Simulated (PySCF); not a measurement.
dimethyl ether cation (C2H6O), SMILES COC (connectivity only; charge and spin as stated), charge +1, multiplicity 2.

Geometry: ωB97X-D3(BJ)/def2-TZVP. The spin state was assumed, not searched.

These are ωB97X-D3(BJ)/def2-TZVP run with PySCF values and carry that method's errors.

No scaling factor is applied to the harmonic values.

A small imaginary wavenumber (i) marks a very flat motion, where grid noise or a shallow saddle decides the sign.

Computed harmonic wavenumbers and intensities:
| mode | ν (cm⁻¹) | IR (km/mol) | moving atoms (share of kinetic energy) |
|---|---|---|---|
| 1 | 16i | 0.0 | H 96 % |
| 2 | 100 | 24.9 | H 72 %, O 23 % |
| 3 | 432 | 5.7 | C 37 %, H 35 %, O 28 % |
| 4 | 844 | 11.9 | C 63 %, O 20 %, H 17 % |
| 5 | 876 | 181.3 | O 44 %, C 39 %, H 17 % |
| 6 | 937 | 0.0 | H 83 %, C 17 % |
| 7 | 1124 | 11.8 | H 75 %, C 24 % |
| 8 | 1129 | 0.0 | H 70 %, C 19 %, O 11 % |
| 9 | 1238 | 1.4 | H 60 %, C 23 %, O 17 % |
| 10 | 1341 | 0.9 | H 96 % |
| 11 | 1380 | 0.0 | H 96 % |
| 12 | 1381 | 129.9 | H 85 %, O 14 % |
| 13 | 1384 | 56.7 | H 95 % |
| 14 | 1458 | 21.8 | H 91 %, C 9 % |
| 15 | 1504 | 39.4 | H 91 %, C 8 % |
| 16 | 2967 | 303.6 | H 98 % |
| 17 | 2999 | 0.1 | H 97 % |
| 18 | 3031 | 0.0 | H 92 %, C 8 % |
| 19 | 3039 | 70.3 | H 91 %, C 9 % |
| 20 | 3202 | 36.2 | H 90 %, C 10 % |
| 21 | 3208 | 1.4 | H 90 %, C 10 % |
